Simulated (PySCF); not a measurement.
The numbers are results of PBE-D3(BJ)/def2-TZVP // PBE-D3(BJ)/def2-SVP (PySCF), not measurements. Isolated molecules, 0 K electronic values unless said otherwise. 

Reference species (SMILES): `[OH]` (neutral, multiplicity 2).

```
Item                             Result
-----------------------------  --------
highest occupied spin orbital  -7.14 eV
dipole moment                    1.73 D
```

Changed species: `C[O]` (free radical OCH3; the reference has free radical OH).

Task: Predict the effect on the highest occupied spin orbital and dipole moment.

Result: the highest occupied spin orbital rises by 1.17 eV, to -5.97 eV; the dipole moment goes up by 0.37 D, to 2.10 D.
